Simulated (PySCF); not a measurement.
# Unknown: peak-picked proton spectrum

Formula C2H5NO. The spectrum was simulated from the full spin Hamiltonian at 200 MHz with 1.0 Hz Lorentzian lines, from shifts rounded to 0.01 ppm and J to 0.1 Hz, couplings under 1 Hz left out. Exchangeable protons (1H) are left uncoupled and out of the list.

Maxima in Hz from TMS (height), grouped by integral:
1H: 1364.4 (8), 1357.5 (25), 1350.6 (25), 1343.7 (9)
3H: 387.5 (100), 380.6 (99)

13C{1H} NMR (computed): δ 155.7, 11.7.

Computational details: B3LYP/pcJ-2 coupling constants, geometry: PBE0-D3(BJ)/def2-TZVP, σ from GIAO-PBE0/pcSseg-2, in PySCF 2.14 (no solvent, equivalent nuclei averaged, non-relativistic, single conformer).

δ = σ(ref) − σ, references computed at the same level: 1H (31.52 ppm) and 13C (186.03 ppm) vs TMS.

Question: Analyse the multiplets.

Answer: 1H NMR (200 MHz, computed): δ 6.77 (br s, 1H), 6.77 (q, J = 6.9 Hz, 1H), 1.92 (d, J = 6.9 Hz, 3H). These are first-order names from the parameters used; overlap and second-order distortion can hide them in the list.

Question: What is the compound?

Answer: `C/C=N\O`.

Mapped SMILES: `[CH3:1]/[CH:2]=[N:3]\[OH:4]`. Hydrogens are named by the atom that carries them.

- δ 6.77: H(O4), hydrogen on a N–OH oxygen.
- δ 6.77: H(C2), hydrogen on a C=N carbon, coupled to H(C1) (6.9 Hz).
- δ 1.92: H(C1), hydrogen on a methyl carbon, coupled to H(C2) (6.9 Hz).

OH/NH shifts are gas-phase values; hydrogen bonding in solution moves them, usually downfield. Multiplet labels drop couplings under 1 Hz and merge nearly equal ones. Shifts are as computed. Against solution values, carbons near 30 ppm lie about +3 ppm off and those near 130 ppm about +9 ppm. Of 1211 compounds with measured shifts, 218 miss one by over three times the rms of a fit or turn the order of signals round; such compounds aren't used in these exercises.
